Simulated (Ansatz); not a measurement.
Basis-set extrapolation for C₂H₅Mg, SMILES `[CH2][Mg][CH3]` radical (PBE0-D4/def2-TZVP geometry, frozen core, Ansatz). Multiplicity 2, UHF reference. For Mg the program correlates outer-core shells too, which these sets cover unevenly, so the extrapolated numbers aren't a true limit.

```
                      def2-TZVPP   def2-QZVPP
                 HF  -278.219655  -278.232138
    MP2 correlation    -0.533239    -0.595802
CCSD(T) correlation    -0.588880    -0.651287
```

Energies in hartree. Use E(X) = E(∞) + A·exp(−7.88·√X) for Hartree–Fock and E(X) = E(∞) + B·X^(−2.97) for correlation, with X = 3 and 4.

**Question.** What is the CCSD(T) energy at the basis-set limit?

**Answer.** HF limit: -278.232138 + (-0.012483) × 0.13774 = -278.23386. Correlation limit: -0.651287 + (-0.062407) × 0.74074 = -0.69751. Total: -278.93137 hartree, 77.1 kcal/mol below CCSD(T)/def2-TZVPP.
